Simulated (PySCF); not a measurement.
Gas-phase reaction: 2 AlCl2OH + 2 AlCl → Al2O2 + 6 Cl + 2 AlH

Energies from PySCF, thermal terms from the rigid-rotor harmonic-oscillator model, ideal gas at 1 bar. S°(298 K) at PBE0/def2-TZVP differs from the NASA 1993 table for Al2O2 (-11 J/mol/K); whether the harmonic model or the table's entry is off was not settled. † marks an energy on the PBE0/def2-TZVP geometry and frequencies; other levels use their own. MP2 and CCSD(T) freeze the core. Open shells (unrestricted): Cl (multiplicity 2, electronic degeneracy 6); the rest are closed-shell singlets. Spin-orbit splitting is ignored; it lowers the true energy and changes the entropy of Cl. B3LYP is the form with VWN-RPA correlation. AlCl2OH: computed as isolated molecules; such fragments, hydroxides, amides, oligomers or adducts are transient or little studied in the gas. MP2 isn't extrapolated to the basis-set limit; its ΔH°(298 K) is 2336.2 kJ in def2-SVP and 2460.8 kJ in def2-TZVPP. CCSD(T) isn't extrapolated to the basis-set limit; its ΔH°(298 K) is 2234.7 kJ in def2-SVP and 2337.3 kJ in def2-TZVPP. The harmonic model lacks anharmonicity and excited electronic states, which grow with temperature; levels with a mode under 35 cm⁻¹ are left out. Strong static correlation: Al2O2. Warning, large T1 diagnostic: Al2O2 (CCSD(T)/def2-TZVPP†).

```json
[
 {"level": "B3LYP/def2-TZVP†", "ΔE electronic, kJ": "2365", "ΔH°(298 K), kJ": "2326", "ΔS°(298 K), J/K": "553", "ΔG°(800 K), kJ": "1881"},
 {"level": "CCSD(T)/def2-TZVPP†", "ΔE electronic, kJ": "2377", "ΔH°(298 K), kJ": "2337", "ΔS°(298 K), J/K": "553", "ΔG°(800 K), kJ": "1893"},
 {"level": "HF/def2-TZVP†", "ΔE electronic, kJ": "2141", "ΔH°(298 K), kJ": "2102", "ΔS°(298 K), J/K": "553", "ΔG°(800 K), kJ": "1658"},
 {"level": "MP2/def2-TZVPP†", "ΔE electronic, kJ": "2500", "ΔH°(298 K), kJ": "2461", "ΔS°(298 K), J/K": "553", "ΔG°(800 K), kJ": "2016"},
 {"level": "PBE0/def2-QZVP†", "ΔE electronic, kJ": "2471", "ΔH°(298 K), kJ": "2432", "ΔS°(298 K), J/K": "553", "ΔG°(800 K), kJ": "1987"},
 {"level": "PBE0/def2-TZVP", "ΔE electronic, kJ": "2463", "ΔH°(298 K), kJ": "2424", "ΔS°(298 K), J/K": "553", "ΔG°(800 K), kJ": "1980"},
 {"level": "LDA/def2-TZVP†", "ΔE electronic, kJ": "2695", "ΔH°(298 K), kJ": "2656", "ΔS°(298 K), J/K": "553", "ΔG°(800 K), kJ": "2212"}
]
```
ΔH° is lowest at HF/def2-TZVP† and highest at LDA/def2-TZVP†. No reference value is set beside these.
